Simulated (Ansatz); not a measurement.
Strontium, fcc: convergence with the k-point mesh

Computed with Ansatz, PBE, scalar-relativistic PAW, on the relaxed cell (a = 6.038 Å; spin not included). Errors count from a run at 420 eV on a Γ-centred 15×15×15 mesh with Fermi-Dirac smearing of 0.1 eV, extrapolated to zero width. Fixed here: cutoff 420 eV, Fermi-Dirac width 0.1 eV. The SCF starts from atomic densities corrected by a trained network.

| k-mesh | E(σ→0) error (meV/atom) | P (GPa) | SCF iterations |
| --- | --- | --- | --- |
| 2×2×2 | -16.9 | -3.61 | 6 |
| 3×3×3 | 102.9 | 0.53 | 6 |
| 5×5×5 | -9.0 | -0.06 | 6 |
| 6×6×6 | 20.1 | 0.02 | 6 |
| 7×7×7 | -4.1 | 0.01 | 6 |
| 10×10×10 | -0.7 | 0.00 | 6 |
| 13×13×13 | -0.3 | 0.00 | 6 |

**Question.** What does the run at 3×3×3 give (k-mesh)?

**Answer.** E(σ→0) error (meV/atom): 102.9; P (GPa): 0.53; SCF iterations: 6.

Within 5 meV/atom of the last row: from 7×7×7 on.
